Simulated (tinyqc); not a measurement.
Inside a calculation. Method: geometry optimisation on the unrestricted PBE/sto-6g surface (energies and gradients from PySCF), for CH2, spin multiplicity 3. Computed by tinyqc, a small Python program that keeps every step (integrals from PySCF). Settings: charge = 0, multiplicity = 3, basis = sto-6g, functional = pbe,pbe, optimiser = bfgs, first Hessian = 0.6, largest step = 0.5, iteration cap = 30. Command: `OMP_NUM_THREADS=1 python tinyqc.py 28146 28147 out.jsonl` (the two numbers bound the seeds that draw the settings). One thread of a shared host (Intel(R) Xeon(R) Processor @ 2.60GHz), about 5 s of CPU time with the checks.

## Step 1: energy and gradient

positions at the start (bohr):
```
          x        y        z
1C   0.0510  -0.0359  -0.0397
2H   0.0869   1.7480   1.2264
3H  -0.0397  -1.7915   1.1112
```

Self-consistent energy and analytic gradient at these positions.

energy = -38.962568 hartree

gradient (hartree/bohr):
```
            x          y          z
1C   0.000255  -0.024055  -0.049056
2H  -0.000116   0.017482   0.032726
3H  -0.000139   0.006577   0.016331
```

## Step 1: move

Quasi-Newton step p = -H^(-1) g (first H = 0.6 times the unit matrix); steps longer than 0.5 bohr are cut back.

positions after step 1 (bohr):
```
          x        y       z
1C   0.0506   0.0042  0.0421
2H   0.0871   1.7189  1.1719
3H  -0.0395  -1.8024  1.0839
```

## Step 2: energy and gradient

As before.

energy = -38.966895 hartree

gradient (hartree/bohr):
```
            x          y          z
1C   0.000758   0.012596  -0.012888
2H  -0.000697  -0.017568   0.002451
3H  -0.000060   0.004979   0.010436
```

## Step 2: move

inverse Hessian in use (bohr^2/hartree), lower triangle:
```
         1        2        3        4        5        6        7       8
1   1.6668
2  -0.0060   1.4590
3  -0.0160  -0.0692   2.2479
4  -0.0001   0.0060   0.0139   1.6667
5   0.0035   0.2282   0.2079  -0.0040   1.4447
6   0.0100   0.1026  -0.2726  -0.0090  -0.1797   1.7718
7   0.0000   0.0000   0.0021   0.0000   0.0004  -0.0011   1.6667
8   0.0025  -0.0206  -0.1388  -0.0020  -0.0062   0.0772  -0.0005  1.6934
9   0.0059  -0.0334  -0.3086  -0.0049  -0.0282   0.1675  -0.0010  0.0616

        9
9  1.8077
```

Quasi-Newton step p = -H^(-1) g (the inverse Hessian comes from BFGS updates; coordinates in the order x, y, z of each atom); steps longer than 0.5 bohr are cut back.

positions after step 2 (bohr):
```
          x        y       z
1C   0.0492  -0.0109  0.0802
2H   0.0884   1.7448  1.1574
3H  -0.0393  -1.8133  1.0603
```

## Step 3: energy and gradient

As before.

energy = -38.967930 hartree

gradient (hartree/bohr):
```
            x          y          z
1C  -0.000022  -0.002434  -0.002912
2H  -0.000479  -0.011983   0.001821
3H   0.000502   0.014424   0.001089
```

## Step 3: move

inverse Hessian in use (bohr^2/hartree), lower triangle:
```
         1        2        3        4        5       6       7       8
1   1.6671
2  -0.0136   1.2641
3  -0.0413  -0.0461   3.3795
4  -0.0017  -0.0012   0.0719   1.6694
5  -0.0315   0.0566   1.4524   0.0515   2.6151
6   0.0242   0.1414  -0.8224  -0.0350  -0.7338  2.0260
7   0.0013   0.0148  -0.0308  -0.0010  -0.0201  0.0109  1.6664
8   0.0452   0.3460  -1.4073  -0.0503  -1.0057  0.5928  0.0053  2.3270
9   0.0171  -0.0954  -0.8903  -0.0369  -0.7185  0.4630  0.0199  0.8144

        9
9  2.0939
```

As before.

positions after step 3 (bohr):
```
          x        y       z
1C   0.0480  -0.0124  0.1301
2H   0.0909   1.7972  1.1338
3H  -0.0406  -1.8642  1.0340
```

## Convergence

Stop when the largest gradient component is below 3e-5 hartree/bohr. The inverse Hessian follows the BFGS update with s = step, y = change of gradient.

Course of the optimisation:
```
step  E (hartree)  largest gradient (hartree/bohr)
1      -38.962568                         4.91e-02
2      -38.966895                         1.76e-02
3      -38.967930                         1.44e-02
4      -38.968957                         7.18e-03
5      -38.969093                         5.11e-04
6      -38.969093                         1.17e-04
7      -38.969093                         3.91e-06
```

Final distances (angstrom):
```
pair   distance
2H-1C    1.0999
3H-1C    1.0999
3H-2H    1.9666
```

Converged in 7 steps.
